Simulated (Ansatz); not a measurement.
# NH4+ with SiH3F: superposition error and deformation, part 2 of 3

Ansatz 0.2.0, Gaussian basis.

**13. CCSD(T)/def2-TZVPPD**

The inputs:

a/in.yaml

```yaml
crystal:
  periodic: [false, false, false]
  atoms:
    - {symbol: N, position_ang: [0.027578, -0.017340, -2.115995]}
    - {symbol: H, position_ang: [0.539182, 0.795928, -2.461287]}
    - {symbol: H, position_ang: [-0.928494, 0.011317, -2.473033]}
    - {symbol: H, position_ang: [0.014777, -0.009121, -1.072473]}
    - {symbol: H, position_ang: [0.484684, -0.867415, -2.448861]}
basis:
  gaussian: {orbitals: "def2-TZVPPD.json"}
total_charge: 1
correlation: {method: ccsd_t}
```

b/in.yaml

```yaml
crystal:
  periodic: [false, false, false]
  atoms:
    - {symbol: Si, position_ang: [-0.028928, 0.018179, 2.213909]}
    - {symbol: F, position_ang: [-0.006011, 0.003774, 0.556941]}
    - {symbol: H, position_ang: [1.301322, 0.512859, 2.614538]}
    - {symbol: H, position_ang: [-0.276811, -1.380791, 2.609152]}
    - {symbol: H, position_ang: [-1.127398, 0.932613, 2.577210]}
basis:
  gaussian: {orbitals: "def2-TZVPPD.json"}
correlation: {method: ccsd_t}
```

The same command starts each run, in its folder.

Command:

```console
ansatz run in.yaml --threads 4 --pin off --events-out ev --progress --plain --max-ram 9574MiB
```

Log of a (excerpt; [...] marks lines left out):

```text
Functional definition: HF
  name "HF"
  cite "Fock, Z. Phys. 61, 126 (1930) doi:10.1007/BF01340294"
  parent pbe
[...]
585 factors; integrals over basis functions are off by at most 8.8e-4 eV
[...]
mean field -1539.22459655 eV, -56.5654605995 hartree, gradient 2.8e-6 eV, S^2 0.000000; 0 other end points of the search recorded, 0 dependent functions left out
1 core orbitals not correlated: weight in the atoms' cores, before any rotation towards them, 1.000 or more for the frozen orbitals, at most 0.000 for the correlated occupied ones
reference -1539.22459655 eV, -56.5654605995 hartree; 4, 4 occupied and 100, 100 virtual orbitals, 585 factors
second order -6.23614071 eV of doubles, -0.00000000 eV of singles
cycle   1  -6.50511557 eV  change   -2.7e-1 eV  update   3.6e-2
[...]
cycle   8  -6.65481569 eV  change   -2.0e-6 eV  update   1.1e-6
perturbative correction -0.17975716 eV, -0.0066059537 hartree
Total energy: -1546.05916940 eV, -56.8166265190 hartree
```

b printed (excerpt; [...] marks lines left out):

```text
[... 4 set-up lines as earlier in the session ...]
[...]
796 factors; integrals over basis functions are off by at most 7.8e-4 eV
[...]
mean field -10618.66394532 eV, -390.2287024015 hartree, gradient 2.5e-6 eV, S^2 0.000000; 0 other end points of the search recorded, 0 dependent functions left out
6 core orbitals not correlated: weight in the atoms' cores, before any rotation towards them, 1.000 or more for the frozen orbitals, at most 0.000 for the correlated occupied ones
reference -10618.66394532 eV, -390.2287024015 hartree; 7, 7 occupied and 126, 126 virtual orbitals, 796 factors
second order -10.52511263 eV of doubles, -0.00000000 eV of singles
cycle   1  -10.76684129 eV  change   -2.4e-1 eV  update   7.5e-2
[...]
cycle   9  -11.10613811 eV  change   -2.9e-6 eV  update   7.5e-6
perturbative correction -0.30013865 eV, -0.0110298921 hartree
Total energy: -10630.07022208 eV, -390.6478753411 hartree
```

They took 0.5 s (a), 2.9 s (b) on 4 threads of Arm Neoverse V2, shared host; peak memory 0.74 GiB.

**14. Relaxing NH4+ alone**

relax-a/in.yaml reads:

```yaml
crystal:
  periodic: [false, false, false]
  atoms:
    - {symbol: N, position_ang: [0.027578, -0.017340, -2.115995]}
    - {symbol: H, position_ang: [0.539182, 0.795928, -2.461287]}
    - {symbol: H, position_ang: [-0.928494, 0.011317, -2.473033]}
    - {symbol: H, position_ang: [0.014777, -0.009121, -1.072473]}
    - {symbol: H, position_ang: [0.484684, -0.867415, -2.448861]}
basis:
  gaussian: {orbitals: def2-TZVP}
total_charge: 1
hamiltonian: {xc: pbe0, dispersion: d4}
relax: {f_tol: 0.005, max_steps: 200}
```

Command:

```console
ansatz run in.yaml --threads 4 --pin off --events-out ev --progress --plain --max-ram 9574MiB
```

The log of the run (excerpt; [...] marks lines left out):

```text
[... 5 set-up lines as earlier in the session ...]
[...]
331 factors; their error is unknown
[...]
mean field -1547.06422153 eV, -56.8535615033 hartree, gradient 4.8e-5 eV, S^2 0.000000; 0 other end points of the search recorded, 0 dependent functions left out
[...]
Atom 1 at     0.541333     0.799545    -2.455715 Å, force    -0.000586    -0.000939     0.000289 eV/Å
Atom 2 at    -0.932773     0.011498    -2.467542 Å, force     0.001114    -0.000034     0.000291 eV/Å
Atom 3 at     0.015025    -0.009266    -1.090815 Å, force     0.000039    -0.000015    -0.001882 eV/Å
Atom 4 at     0.486596    -0.871082    -2.443234 Å, force    -0.000523     0.000979     0.000274 eV/Å
Dipole moment:    -0.000001     0.000000     0.000015 e Å
```

Wall time 0.65 s (4 threads of Arm Neoverse V2, shared host).

Relaxation path:

| step | energy from step 1 (eV) | largest force component (eV/Å) |
| --- | --- | --- |
| 1 | 0.0000 | 0.8020 |
| 2 | -0.0084 | 0.2145 |
| 3 | -0.0090 | 0.0019 |

Close pairs (by a distance rule), those that changed most:

| bond | before (Å) | after (Å) | change (Å) |
| --- | --- | --- | --- |
| N1–H4 | 1.044 | 1.024 | -0.020 |
| N1–H3 | 1.021 | 1.024 | +0.003 |
| N1–H5 | 1.021 | 1.024 | +0.003 |
| N1–H2 | 1.021 | 1.024 | +0.003 |

**15. Relaxing SiH3F alone**

relax-b/in.yaml reads:

```yaml
crystal:
  periodic: [false, false, false]
  atoms:
    - {symbol: Si, position_ang: [-0.028928, 0.018179, 2.213909]}
    - {symbol: F, position_ang: [-0.006011, 0.003774, 0.556941]}
    - {symbol: H, position_ang: [1.301322, 0.512859, 2.614538]}
    - {symbol: H, position_ang: [-0.276811, -1.380791, 2.609152]}
    - {symbol: H, position_ang: [-1.127398, 0.932613, 2.577210]}
basis:
  gaussian: {orbitals: def2-TZVP}
hamiltonian: {xc: pbe0, dispersion: d4}
relax: {f_tol: 0.005, max_steps: 200}
```

Command:

```console
ansatz run in.yaml --threads 4 --pin off --events-out ev --progress --plain --max-ram 9574MiB
```

The log of the run (excerpt; [...] marks lines left out):

```text
[... 5 set-up lines as earlier in the session ...]
[...]
556 factors; their error is unknown
[...]
mean field -10640.07859931 eV, -391.0156764204 hartree, gradient 4.9e-5 eV, S^2 0.000000; 0 other end points of the search recorded, 0 dependent functions left out
[...]
Atom 1 at    -0.005966     0.003750     0.555072 Å, force    -0.000023     0.000015     0.001703 eV/Å
Atom 2 at     1.285499     0.507303     2.634686 Å, force    -0.000181    -0.000054     0.000379 eV/Å
Atom 3 at    -0.274262    -1.364286     2.629374 Å, force     0.000020     0.000185     0.000380 eV/Å
Atom 4 at    -1.114971     0.922187     2.597819 Å, force     0.000141    -0.000118     0.000387 eV/Å
Dipole moment:    -0.003663     0.002302     0.264367 e Å
```

Wall time 2.3 s (4 threads of Arm Neoverse V2, shared host).

Along the way:

| step | energy from step 1 (eV) | largest force component (eV/Å) |
| --- | --- | --- |
| 1 | 0.0000 | 2.1395 |
| 2 | -0.0497 | 1.1643 |
| 3 | -0.0669 | 0.5495 |
| 4 | -0.0713 | 0.0154 |
| 5 | -0.0713 | 0.0114 |
| 6 | -0.0713 | 0.0028 |

Distances of close pairs at the start and the end, largest changes first:

| bond | before (Å) | after (Å) | change (Å) |
| --- | --- | --- | --- |
| Si1–F2 | 1.657 | 1.600 | -0.057 |
| Si1–H3 | 1.475 | 1.482 | +0.007 |
| Si1–H4 | 1.475 | 1.482 | +0.007 |
| Si1–H5 | 1.475 | 1.482 | +0.007 |

**16. PBE-D4/def2-TZVPPD**

free-a/in.yaml reads:

```yaml
crystal:
  periodic: [false, false, false]
  atoms:
    - {symbol: N, position_ang: [0.027546, -0.017327, -2.114343]}
    - {symbol: H, position_ang: [0.541333, 0.799545, -2.455715]}
    - {symbol: H, position_ang: [-0.932773, 0.011498, -2.467542]}
    - {symbol: H, position_ang: [0.015025, -0.009266, -1.090815]}
    - {symbol: H, position_ang: [0.486596, -0.871082, -2.443234]}
basis:
  gaussian: {orbitals: "def2-TZVPPD.json"}
total_charge: 1
hamiltonian: {xc: pbe, dispersion: d4}
```

free-b/in.yaml reads:

```yaml
crystal:
  periodic: [false, false, false]
  atoms:
    - {symbol: Si, position_ang: [-0.028126, 0.017679, 2.154798]}
    - {symbol: F, position_ang: [-0.005966, 0.003750, 0.555072]}
    - {symbol: H, position_ang: [1.285499, 0.507303, 2.634686]}
    - {symbol: H, position_ang: [-0.274262, -1.364286, 2.629374]}
    - {symbol: H, position_ang: [-1.114971, 0.922187, 2.597819]}
basis:
  gaussian: {orbitals: "def2-TZVPPD.json"}
hamiltonian: {xc: pbe, dispersion: d4}
```

One command serves all of them, each in its own folder.

Command:

```console
ansatz run in.yaml --threads 4 --pin off --events-out ev --progress --plain --max-ram 9574MiB
```

Log of free-a (excerpt; [...] marks lines left out):

```text
[... 4 set-up lines as earlier in the session ...]
[...]
415 factors; their error is unknown
[...]
mean field -1546.93300892 eV, -56.8487395290 hartree, gradient 8.1e-5 eV, S^2 0.000000; 0 other end points of the search recorded, 0 dependent functions left out
reference -1546.93302973 eV, -56.8487402935 hartree; 5, 5 occupied and 100, 100 virtual orbitals, 415 factors
Total energy: -1546.94369337 eV, -56.8491321754 hartree
```

Output in free-b (excerpt; [...] marks lines left out):

```text
[... 4 set-up lines as earlier in the session ...]
[...]
679 factors; their error is unknown
[...]
mean field -10639.30121002 eV, -390.9871078908 hartree, gradient 3.3e-5 eV, S^2 0.000000; 0 other end points of the search recorded, 0 dependent functions left out
reference -10639.30125234 eV, -390.9871094461 hartree; 13, 13 occupied and 126, 126 virtual orbitals, 679 factors
Total energy: -10639.34819515 eV, -390.9888345625 hartree
```

Times: 0.25 s (free-a), 0.45 s (free-b) on 4 threads of Arm Neoverse V2, shared host.

**17. r2SCAN-D4/def2-TZVPPD**

The same edit goes into each in.yaml of step 16 (free-a, free-b):

```diff
-hamiltonian: {xc: pbe, dispersion: d4}
+hamiltonian: {xc: r2scan, dispersion: d4}
```

One command serves all of them, each in its own folder.

Command:

```console
ansatz run in.yaml --threads 4 --pin off --events-out ev --progress --plain --max-ram 9574MiB
```

Log of free-a (excerpt; [...] marks lines left out):

```text
[... 5 set-up lines as earlier in the session ...]
[...]
415 factors; their error is unknown
[...]
mean field -1548.03150178 eV, -56.8891083970 hartree, gradient 4.1e-5 eV, S^2 0.000000; 0 other end points of the search recorded, 0 dependent functions left out
reference -1548.03150740 eV, -56.8891086036 hartree; 5, 5 occupied and 100, 100 virtual orbitals, 415 factors
Total energy: -1548.03405125 eV, -56.8892020882 hartree
```

Log of free-b (excerpt; [...] marks lines left out):

```text
[... 5 set-up lines as earlier in the session ...]
[...]
679 factors; their error is unknown
[...]
mean field -10644.34230791 eV, -391.1723648212 hartree, gradient 2.2e-5 eV, S^2 0.000000; 0 other end points of the search recorded, 0 dependent functions left out
reference -10644.34232167 eV, -391.1723653269 hartree; 13, 13 occupied and 126, 126 virtual orbitals, 679 factors
Total energy: -10644.35284033 eV, -391.1727518806 hartree
```

Wall times: 0.5 s (free-a), 1 s (free-b) on 4 threads of Arm Neoverse V2, shared host.

**18. PBE0-D4/def2-TZVPPD**

The same edit goes into each in.yaml of step 17 (free-a, free-b):

```diff
-hamiltonian: {xc: r2scan, dispersion: d4}
+hamiltonian: {xc: pbe0, dispersion: d4}
+output: {orbitals: {seedname: orbitals}}
```

The same command starts each run, in its folder.

Command:

```console
ansatz run in.yaml --threads 4 --pin off --events-out ev --progress --plain --max-ram 9574MiB
```

Output in free-a (excerpt; [...] marks lines left out):

```text
[... 5 set-up lines as earlier in the session ...]
[...]
415 factors; their error is unknown
[...]
mean field -1547.15295827 eV, -56.8568225186 hartree, gradient 5.4e-5 eV, S^2 0.000000; 0 other end points of the search recorded, 0 dependent functions left out
reference -1547.15297399 eV, -56.8568230962 hartree; 5, 5 occupied and 100, 100 virtual orbitals, 415 factors
Total energy: -1547.16151809 eV, -56.8571370862 hartree
```

Log of free-b (excerpt; [...] marks lines left out):

```text
[... 5 set-up lines as earlier in the session ...]
[...]
696 factors; their error is unknown
[...]
mean field -10640.18859053 eV, -391.0197185231 hartree, gradient 1.1e-5 eV, S^2 0.000000; 0 other end points of the search recorded, 0 dependent functions left out
reference -10640.18862243 eV, -391.0197196953 hartree; 13, 13 occupied and 126, 126 virtual orbitals, 696 factors
Total energy: -10640.22706864 eV, -391.0211325677 hartree
```

They took 0.25 s (free-a), 0.55 s (free-b) on 4 threads of Arm Neoverse V2, shared host.

**19. B3LYP-D4/def2-TZVPPD**

Each input of step 18 (free-a, free-b) changes in the same lines:

```diff
-hamiltonian: {xc: pbe0, dispersion: d4}
-output: {orbitals: {seedname: orbitals}}
+hamiltonian: {xc: {name: B3LYP}, dispersion: d4}
```

The same command starts each run, in its folder.

Command:

```console
ansatz run in.yaml --threads 4 --pin off --events-out ev --progress --plain --max-ram 9574MiB
```

Log of free-a (excerpt; [...] marks lines left out):

```text
[... 6 set-up lines as earlier in the session ...]
[...]
415 factors; their error is unknown
[...]
mean field -1549.06684956 eV, -56.9271567262 hartree, gradient 8.5e-5 eV, S^2 0.000000; 0 other end points of the search recorded, 0 dependent functions left out
reference -1549.06698531 eV, -56.9271617150 hartree; 5, 5 occupied and 100, 100 virtual orbitals, 415 factors
Total energy: -1549.08391077 eV, -56.9277837142 hartree
```

Log of free-b (excerpt; [...] marks lines left out):

```text
[... 6 set-up lines as earlier in the session ...]
[...]
689 factors; their error is unknown
[...]
mean field -10647.04012183 eV, -391.2715076543 hartree, gradient 1.0e-5 eV, S^2 0.000000; 0 other end points of the search recorded, 0 dependent functions left out
reference -10647.04035117 eV, -391.2715160823 hartree; 13, 13 occupied and 126, 126 virtual orbitals, 689 factors
Total energy: -10647.11670681 eV, -391.2743221005 hartree
```

Wall times: 0.3 s (free-a), 0.7 s (free-b) on 4 threads of Arm Neoverse V2, shared host.

**20. wB97X-V/def2-TZVPPD**

The same edit goes into each in.yaml of step 19 (free-a, free-b):

```diff
-hamiltonian: {xc: {name: B3LYP}, dispersion: d4}
+hamiltonian: {xc: {name: wB97X-V}}
```

The same command starts each run, in its folder.

Command:

```console
ansatz run in.yaml --threads 4 --pin off --events-out ev --progress --plain --max-ram 9574MiB
```

Log of free-a (excerpt; [...] marks lines left out):

```text
[... 5 set-up lines as earlier in the session ...]
[...]
      + integral(e_c_pw_opposite_spin*poly(b97_u_opposite, cos0, cos1)) + vv10(b, c)
415 factors; their error is unknown
143 factors; integrals over basis functions are off by at most 1.4e-5 eV
[...]
mean field -1548.40792917 eV, -56.9029418483 hartree, gradient 1.0e-5 eV, S^2 0.000000; 0 other end points of the search recorded, 0 dependent functions left out
reference -1548.40792816 eV, -56.9029418115 hartree; 5, 5 occupied and 100, 100 virtual orbitals, 415 factors
Total energy: -1548.40792816 eV, -56.9029418115 hartree
```

Log of free-b (excerpt; [...] marks lines left out):

```text
[... 5 set-up lines as earlier in the session ...]
[...]
      + integral(e_c_pw_opposite_spin*poly(b97_u_opposite, cos0, cos1)) + vv10(b, c)
689 factors; their error is unknown
200 factors; integrals over basis functions are off by at most 2.4e-5 eV
[...]
mean field -10644.09544147 eV, -391.1632926471 hartree, gradient 2.7e-5 eV, S^2 0.000000; 0 other end points of the search recorded, 0 dependent functions left out
reference -10644.09543936 eV, -391.1632925696 hartree; 13, 13 occupied and 126, 126 virtual orbitals, 689 factors
Total energy: -10644.09543936 eV, -391.1632925696 hartree
```

They took 0.7 s (free-a), 1.4 s (free-b) on 4 threads of Arm Neoverse V2, shared host.

**21. wB97M-V/def2-TZVPPD**

The same edit goes into each in.yaml of step 20 (free-a, free-b):

```diff
-hamiltonian: {xc: {name: wB97X-V}}
+hamiltonian: {xc: {name: wB97M-V}}
```

The same command starts each run, in its folder.

Command:

```console
ansatz run in.yaml --threads 4 --pin off --events-out ev --progress --plain --max-ram 9574MiB
```

Output in free-a (excerpt; [...] marks lines left out):

```text
[... 5 set-up lines as earlier in the session ...]
  # Of w^i u^j: cxij and so on, Table III.
[...]
  gx(w, u) = 1 - cx + cx01*u + cx10*w
[...]
      + integral(e_c_pw_mod_opposite_spin*gos(b97_w_opposite, b97_u_opposite)) + vv10(b, c)
415 factors; their error is unknown
143 factors; integrals over basis functions are off by at most 1.4e-5 eV
[...]
mean field -1547.96940301 eV, -56.8868263092 hartree, gradient 5.0e-5 eV, S^2 0.000000; 0 other end points of the search recorded, 0 dependent functions left out
reference -1547.96942830 eV, -56.8868272386 hartree; 5, 5 occupied and 100, 100 virtual orbitals, 415 factors
Total energy: -1547.96942830 eV, -56.8868272386 hartree
```

Log of free-b (excerpt; [...] marks lines left out):

```text
[... 5 set-up lines as earlier in the session ...]
  # Of w^i u^j: cxij and so on, Table III.
[...]
  gx(w, u) = 1 - cx + cx01*u + cx10*w
[...]
      + integral(e_c_pw_mod_opposite_spin*gos(b97_w_opposite, b97_u_opposite)) + vv10(b, c)
684 factors; their error is unknown
200 factors; integrals over basis functions are off by at most 2.4e-5 eV
[...]
mean field -10644.75786968 eV, -391.1876364348 hartree, gradient 3.0e-5 eV, S^2 0.000000; 0 other end points of the search recorded, 0 dependent functions left out
reference -10644.75792216 eV, -391.1876383634 hartree; 13, 13 occupied and 126, 126 virtual orbitals, 684 factors
Total energy: -10644.75792216 eV, -391.1876383634 hartree
```

They took 0.75 s (free-a), 1.8 s (free-b) on 4 threads of Arm Neoverse V2, shared host.

**22. B2PLYP/def2-TZVPPD**

The same edit goes into each in.yaml of step 21 (free-a, free-b):

```diff
-hamiltonian: {xc: {name: wB97M-V}}
+hamiltonian: {xc: {name: B2PLYP}}
```

Each run has its own folder and the same command.

Command:

```console
ansatz run in.yaml --threads 4 --pin off --events-out ev --progress --plain --max-ram 9574MiB
```

free-a printed (excerpt; [...] marks lines left out):

```text
[... 5 set-up lines as earlier in the session ...]
[...]
585 factors; integrals over basis functions are off by at most 9.1e-4 eV
[...]
mean field -1545.65996102 eV, -56.8019558814 hartree, gradient 4.1e-6 eV, S^2 0.000000; 0 other end points of the search recorded, 0 dependent functions left out
1 core orbitals not correlated: weight in the atoms' cores, before any rotation towards them, 1.000 or more for the frozen orbitals, at most 0.000 for the correlated occupied ones
reference -1545.66004798 eV, -56.8019590773 hartree; 4, 4 occupied and 100, 100 virtual orbitals, 585 factors
second order -7.37108543 eV of doubles, -0.00000000 eV of singles
Total energy: -1547.65024105 eV, -56.8750973236 hartree
```

Output in free-b (excerpt; [...] marks lines left out):

```text
[... 5 set-up lines as earlier in the session ...]
[...]
796 factors; integrals over basis functions are off by at most 1.3e-3 eV
[...]
mean field -10638.20036434 eV, -390.9466525583 hartree, gradient 3.2e-6 eV, S^2 0.000000; 0 other end points of the search recorded, 0 dependent functions left out
6 core orbitals not correlated: weight in the atoms' cores, before any rotation towards them, 1.000 or more for the frozen orbitals, at most 0.000 for the correlated occupied ones
reference -10638.20051026 eV, -390.9466579206 hartree; 7, 7 occupied and 126, 126 virtual orbitals, 796 factors
second order -12.49260689 eV of doubles, -0.00000000 eV of singles
Total energy: -10641.57351412 eV, -391.0706135262 hartree
```

They took 0.4 s (free-a), 0.9 s (free-b) on 4 threads of Arm Neoverse V2, shared host.

**23. BLYP-D4/def2-TZVPPD**

Each input of step 22 (free-a, free-b) changes in the same lines:

```diff
-hamiltonian: {xc: {name: B2PLYP}}
+hamiltonian: {xc: {name: BLYP}, dispersion: d4}
```

The same command starts each run, in its folder.

Command:

```console
ansatz run in.yaml --threads 4 --pin off --events-out ev --progress --plain --max-ram 9574MiB
```

free-a printed (excerpt; [...] marks lines left out):

```text
[... 4 set-up lines as earlier in the session ...]
[...]
415 factors; their error is unknown
[...]
mean field -1548.25651838 eV, -56.8973776045 hartree, gradient 7.1e-5 eV, S^2 0.000000; 0 other end points of the search recorded, 0 dependent functions left out
reference -1548.25669847 eV, -56.8973842227 hartree; 5, 5 occupied and 100, 100 virtual orbitals, 415 factors
Total energy: -1548.28242107 eV, -56.8983295110 hartree
```

free-b printed (excerpt; [...] marks lines left out):

```text
[... 4 set-up lines as earlier in the session ...]
[...]
679 factors; their error is unknown
[...]
mean field -10645.88326994 eV, -391.2289941313 hartree, gradient 3.0e-5 eV, S^2 0.000000; 0 other end points of the search recorded, 0 dependent functions left out
reference -10645.88357433 eV, -391.2290053175 hartree; 13, 13 occupied and 126, 126 virtual orbitals, 679 factors
Total energy: -10645.99213279 eV, -391.2329947674 hartree
```

Times: 0.25 s (free-a), 0.55 s (free-b) on 4 threads of Arm Neoverse V2, shared host.

**24. revPBE-D4/def2-TZVPPD**

Each input of step 23 (free-a, free-b) changes in the same lines:

```diff
-hamiltonian: {xc: {name: BLYP}, dispersion: d4}
+hamiltonian: {xc: {name: revPBE}, dispersion: d4}
```

One command serves all of them, each in its own folder.

Command:

```console
ansatz run in.yaml --threads 4 --pin off --events-out ev --progress --plain --max-ram 9574MiB
```

Log of free-a (excerpt; [...] marks lines left out):

```text
[... 4 set-up lines as earlier in the session ...]
[...]
415 factors; their error is unknown
[...]
mean field -1548.54966134 eV, -56.9081504094 hartree, gradient 5.7e-5 eV, S^2 0.000000; 0 other end points of the search recorded, 0 dependent functions left out
reference -1548.54968671 eV, -56.9081513419 hartree; 5, 5 occupied and 100, 100 virtual orbitals, 415 factors
Total energy: -1548.60067698 eV, -56.9100251997 hartree
```

Output in free-b (excerpt; [...] marks lines left out):

```text
[... 4 set-up lines as earlier in the session ...]
[...]
679 factors; their error is unknown
[...]
mean field -10643.57360959 eV, -391.1441156791 hartree, gradient 3.5e-5 eV, S^2 0.000000; 0 other end points of the search recorded, 0 dependent functions left out
reference -10643.57366269 eV, -391.1441176305 hartree; 13, 13 occupied and 126, 126 virtual orbitals, 679 factors
Total energy: -10643.73915360 eV, -391.1501993092 hartree
```

Times: 0.25 s (free-a), 0.45 s (free-b) on 4 threads of Arm Neoverse V2, shared host.

(Part 2 of 3 ends here.)
